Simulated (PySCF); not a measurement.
# Atomic charges against the basis set

Compound: acetyl fluoride, C₂H₃FO.
Cartesian coordinates in Å at the PBE0-D3(BJ)/def2-SVP level; atoms count from 1:
```
atom  x, y, z in Å
C1    -0.6385   -0.0712   -0.1213
C2     0.8356   -0.0390    0.1041
O3     1.6403   -0.8657   -0.1543
F4     1.2071    1.1257    0.6632
H5    -1.1682    0.2082    0.8002
H6    -0.9443   -1.0677   -0.4577
H7    -0.9003    0.6758   -0.8862
```

PBE0 throughout (PySCF), one geometry, spherical d and f functions. Isolated species at its PBE0-D3(BJ)/def2-SVP geometry, gas phase. Atoms taken as equivalent share a column and are averaged.

Mulliken charges (e):

| basis | functions | C1 | C2 | O3 | F4 | H5/H6/H7 |
| --- | --- | --- | --- | --- | --- | --- |
| pcSseg-0 | 42 | -0.740 | +0.650 | -0.424 | -0.324 | +0.280 |
| cc-pVDZ | 71 | -0.102 | +0.202 | -0.184 | -0.173 | +0.086 |
| aug-cc-pVDZ | 119 | +0.264 | +0.735 | -0.447 | -0.452 | -0.033 |
| cc-pVTZ | 162 | -0.302 | +0.315 | -0.227 | -0.161 | +0.125 |
| IGLO-III | 170 | -0.391 | +0.567 | -0.399 | -0.233 | +0.152 |

IAO charges (e):

```csv
basis,functions,C1,C2,O3,F4,H5/H6/H7
pcSseg-0,42,-0.501,+0.559,-0.355,-0.256,+0.184
cc-pVDZ,71,-0.487,+0.618,-0.380,-0.279,+0.176
aug-cc-pVDZ,119,-0.493,+0.632,-0.394,-0.291,+0.182
cc-pVTZ,162,-0.500,+0.636,-0.395,-0.289,+0.182
IGLO-III,170,-0.498,+0.636,-0.396,-0.291,+0.183
```

Hirshfeld charges (e):

```tsv
basis	functions	C1	C2	O3	F4	H5/H6/H7
pcSseg-0	42	-0.103	+0.239	-0.223	-0.094	+0.061
cc-pVDZ	71	-0.111	+0.231	-0.223	-0.083	+0.062
aug-cc-pVDZ	119	-0.120	+0.237	-0.231	-0.091	+0.068
cc-pVTZ	162	-0.117	+0.237	-0.231	-0.088	+0.067
IGLO-III	170	-0.120	+0.238	-0.232	-0.092	+0.068
```

Some averages cover members that differ in this geometry, most widely: H5/H6/H7, Mulliken in aug-cc-pVDZ -0.067 to -0.006 e.

**Question.** Which scheme is steadiest as the basis changes?

**Answer.** Largest range over the bases for any column: Hirshfeld 0.02 e, IAO 0.08 e, Mulliken 1.00 e. Hirshfeld charges move least and Mulliken charges most, counted in e.

**Question.** How much do the charges still move between the two largest bases, cc-pVTZ and IGLO-III?

**Answer.** At most, over all atoms: Mulliken 0.252 e, IAO 0.002 e, Hirshfeld 0.003 e.

**Question.** What do the same runs give for the total energy, the frontier levels and the dipole moment?

**Answer.** 
| basis | energy (Eh) | HOMO (eV) | LUMO (eV) | μ (D) |
| --- | --- | --- | --- | --- |
| pcSseg-0 | -252.2275 | -9.02 | -0.50 | 3.04 |
| cc-pVDZ | -252.8439 | -8.64 | -0.05 | 2.76 |
| aug-cc-pVDZ | -252.8645 | -9.00 | -0.50 | 2.98 |
| cc-pVTZ | -252.9247 | -8.90 | -0.30 | 2.89 |
| IGLO-III | -252.9408 | -9.01 | -0.47 | 2.98 |

The dipole is fixed by the density alone, so its range of 0.28 D shows that the density itself changes with the basis, not only its division among atoms.
